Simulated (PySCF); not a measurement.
H (SMILES [H]), doublet; MP2/6-311G** in PySCF.

Input for PySCF:
```python
from pyscf import gto, scf, mp

mol = gto.Mole()
mol.atom = '''
    H     0.000000    0.000000    0.000000
'''
mol.basis = '6-311g**'
mol.charge = 0
mol.spin = 1
mol.verbose = 4
mol.build()

mf = scf.UHF(mol)
mf.kernel()

pt = mp.MP2(mf)
pt.kernel()
print('E(MP2) = %.10f' % pt.e_tot)
```

Output, abridged:

```
PySCF version 2.14.0

[INPUT] verbose = 4
[INPUT] num. atoms = 1
[INPUT] num. electrons = 1
[INPUT] charge = 0
[INPUT] spin (= nelec alpha-beta = 2S) = 1
[INPUT] symmetry False subgroup None
[INPUT] Mole.unit = angstrom
[INPUT] Symbol           X                Y                Z      unit          X                Y                Z       unit  Magmom
[INPUT]  1 H      0.000000000000   0.000000000000   0.000000000000 AA    0.000000000000   0.000000000000   0.000000000000 Bohr   0.0

nuclear repulsion = 0
number of shells = 4
number of NR pGTOs = 8
number of NR cGTOs = 6
basis = 6-311g**
ecp = {}

******** 1 electron system ********

converged SCF energy = -0.499809815273282  <S^2> = 0.75  2S+1 = 2

******** <class 'pyscf.mp.ump2.UMP2'> ********
nocc = (np.int64(1), np.int64(0)), nmo = (6, 6)
E(UMP2) = -0.499809815273282  E_corr = 0
E(SCS-UMP2) = -0.499809815273282  E_corr = 0
E_corr(same-spin) = 0
E_corr(oppo-spin) = 0
E(MP2) = -0.4998098153
```
